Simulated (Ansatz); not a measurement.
Li2Nb: from a trial structure to a relaxed crystal

The calculation used Ansatz, DFT PBE, scalar-relativistic, plane waves, PAW. Cutoff 420 eV, Γ-centred k mesh, Gaussian smearing, no spin polarisation in the final step.

The start is a random cell of Li2Nb with space group Pnn2 (No. 34), drawn with lower limits on the distances.

```xyz
6
Lattice="4.2902 0.0000 0.0000 0.0000 4.3100 0.0000 0.0000 0.0000 4.7509" Properties=species:S:1:pos:R:3 pbc="T T T"
Li    1.4705    3.5916    3.1225
Li    2.8196    0.7183    3.1225
Li    0.6746    1.4367    0.7470
Li    3.6156    2.8733    0.7470
Nb    0.0000    0.0000    4.5959
Nb    2.1451    2.1550    2.2205
```

Cell and atoms relax at zero pressure; the relaxation can't lower the symmetry of the start. After a coarse first stage the cell is made exact in the group found at 0.06 Å.

Formation energies are uncorrected and refer to the elements' standard structures at the same level.

Problem. What does it relax into?

Solution. It ends in Immm (No. 71). Conventional cell: a = 2.540 Å, b = 4.507 Å, c = 8.914 Å. Li has 2 Li at 2.54 Å, 5 Nb at 2.94–3.00 Å and 5 Li at 2.96–3.03 Å; Nb is coordinated by 2 Nb at 2.54 Å and 10 Li at 2.94–3.00 Å.

```xyz
3
Lattice="-1.2699 2.2537 4.4570 1.2699 -2.2537 4.4570 1.2699 2.2537 -4.4570" Properties=species:S:1:pos:R:3 pbc="T T T"
Li    0.0000    0.0000    5.9700
Li    0.0000    0.0000    2.9439
Nb    0.0000    0.0000    0.0000
```

Problem. What are its volume, energy, density and gap?

Solution. The volume per atom is 17.01 Å³. The density is 3.48 g/cm³. The energy over the elements is 0.53 eV/atom and the gap on the 20×20×20 mesh is 0 eV (a metal).

The final run used a 20×20×20 mesh on its 3-atom cell and 0.10 eV smearing. For metals, differences of a few meV/atom aren't resolved. A structure relaxed within its symmetry needn't be a true minimum.

Cost: 3 runs of about 4 core-minutes in all, on Intel Xeon 6975P-C (Granite Rapids) (shared hosts).